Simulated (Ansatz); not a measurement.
**Si₂H₃+ (triplet): the correlation ladder, cc-pVDZ**

One table from this session's results is given with a row withheld; the runs are named, their logs left out.

Program: Ansatz 0.2.0, Gaussian basis. Level of theory: cc-pVDZ, core rule «outside noble gas», up to 10 orbitals frozen. These are calculated values, not measurements.

The runs, in order: UHF; CCSD(T) on ROHF; CCSD(T) on UHF; BCCD(T) on ROHF; CISD; CCSDT(Q) on ROHF; CCSDT(Q) on UHF; CASSCF and NEVPT2, 10 electrons in 11 orbitals.

17 further runs of the same task are left out: 1 for a known fault of the program, 7 that didn't finish, 9 set aside as unsound or not needed.

### What is computed

The geometry is a PBE0/def2-TZVP stationary point (not a proven minimum) of the parent state, kept for this charge and spin.

5 atoms, charge 1, spin multiplicity 3.

Atoms are counted from 1 here; the program's logs count them from 0.

Bond lengths: Si1–Si2 2.282 Å, Si1–H3 1.492 Å, Si1–H4 1.491 Å, Si2–H5 1.528 Å. Angles: Si2–Si1–H3 129.4°, Si2–Si1–H4 123.7°, H3–Si1–H4 106.9°, Si1–Si2–H5 86.8°.

The first run:

in.yaml reads:

```yaml
crystal:
  periodic: [false, false, false]
  atoms:
    - {symbol: Si, position_ang: [0.000000, 0.023519, 1.089742]}
    - {symbol: Si, position_ang: [0.000000, -0.076896, -1.189690]}
    - {symbol: H, position_ang: [0.000000, 1.216633, 1.985750]}
    - {symbol: H, position_ang: [0.000000, -1.180037, 1.969732]}
    - {symbol: H, position_ang: [0.000000, 1.450716, -1.170505]}
basis:
  gaussian: {orbitals: cc-pVDZ}
total_charge: 1
magnetization: {spin_polarized: true, initial_magnetization: 2}
hamiltonian: {xc: hf}
output: {orbitals: {seedname: orbitals}}
```

The run is started by

```sh
> ansatz run in.yaml --threads 1 --pin off --events-out ev --progress --plain --max-ram 2393MiB
```

Among the steps run: UHF; CCSD(T) on ROHF; CCSD(T) on UHF; BCCD(T) on ROHF; CISD; CCSDT(Q) on ROHF; CCSDT(Q) on UHF; CASSCF and NEVPT2, 10 electrons in 11 orbitals.

One of the session's tables, all rows but one given; the rest of the session is left out.

```
        method  from UCCSDT(Q) (kcal/mol)
          ROHF                    +121.44
           UHF                    +120.00
          RMP2                     +29.57
          UMP2                     +29.57
          CISD                          ?
         RCCSD                      +5.00
         UCCSD                      +4.94
      RCCSD(T)                      +1.26
      UCCSD(T)                      +1.25
       BCCD(T)                      +1.19
        RCCSDT                      +0.21
        UCCSDT                      +0.20
     RCCSDT(Q)                      +0.02
     UCCSDT(Q)                          0
CASSCF valence                     +72.50
NEVPT2 valence                     +21.70
```

Estimate the missing values for CISD.

The run gave: from UCCSDT(Q) (kcal/mol): +13.45. In the column «from UCCSDT(Q) (kcal/mol)» it lies between RCCSD (+5.00) and NEVPT2 valence (+21.70).

Among the levels timed on like hardware and quicker than the yardstick, those that no quicker one beats, quickest first: CISD (2.8 s, +13.45 kcal/mol); BCCD(T) (3.1 s, +1.19 kcal/mol).

To keep in mind: Restricted and unrestricted rows rest on different reference determinants; where their highest levels disagree by more than a few hundredths of an eV, they describe different states and don't form one ladder.
